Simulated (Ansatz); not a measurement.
Task: vertical energies of changing the electron count of CF2, SMILES F[C]F, with Ansatz's Python interface. Give the script and its output. Settings (for the species named): CAM-B3LYP, def2-SVPD basis, multiplicity 1.

```xyz
3

F     0.3969    1.0328    0.3328
C     0.3268   -0.2722    0.1497
F    -0.7238   -0.7606   -0.4825
```

`cf2_ip.py`:
```python
# -*- coding: utf-8 -*-
import ansatz as az


def energy(molecule, charge=0, unpaired=0):
    calc = (
        molecule.calculation()
        .basis(gaussian="def2-SVPD")
        .functional("cam_b3lyp")
    )
    if charge:
        calc = calc.charge(charge)
    if unpaired:
        calc = calc.spin("collinear", total=unpaired)
    report = calc.run(threads=1).report
    if report["published_state_doubts"]:
        print("  doubts:", report["published_state_doubts"])
    return report["free_energy_ev"]

GEOMETRY = """
F     0.39694    1.03280    0.33277
C     0.32682   -0.27218    0.14973
F    -0.72376   -0.76062   -0.48250
"""

cf2 = az.Crystal.molecule()
for line in GEOMETRY.strip().splitlines():
    symbol, *xyz = line.split()
    cf2 = cf2.atom(symbol, [float(v) for v in xyz])

parent = energy(cf2, 0, 0)
cation = energy(cf2, 1, 1)
print(f"E(N)   = {parent:.5f} eV")
print(f"E(N-1) = {cation:.5f} eV  (1 unpaired)")
print(f"vertical ionisation energy {cation - parent:.3f} eV")
anion = energy(cf2, -1, 1)
print(f"E(N+1) = {anion:.5f} eV  (1 unpaired)")
print(f"vertical electron affinity {parent - anion:.3f} eV" + ("" if anion < parent else " (unbound in this basis)"))
print(f"fundamental gap IP - EA = {cation + anion - 2 * parent:.3f} eV")
```

```console
$ python cf2_ip.py
E(N)   = -6461.40403 eV
E(N-1) = -6449.76386 eV  (1 unpaired)
vertical ionisation energy 11.640 eV
E(N+1) = -6461.47460 eV  (1 unpaired)
vertical electron affinity 0.071 eV
fundamental gap IP - EA = 11.570 eV
```

At this unrelaxed geometry removing an electron costs 11.64 eV and adding one releases 0.07 eV.

Notes:
- Total energies depend on the basis set; only differences at equal settings carry meaning.
- The geometry is a force-field or estimated start, not a minimum of this method, and the basis set is short of its limit. All parts are taken at fixed geometry, without zero-point energy. At an unrelaxed start these energies can be a whole eV from those at the minimum, and a small affinity can change sign.
- Timing: 5 s on 1 thread of Arm Neoverse V1, with other jobs on the host, peak memory 0.19 GiB.
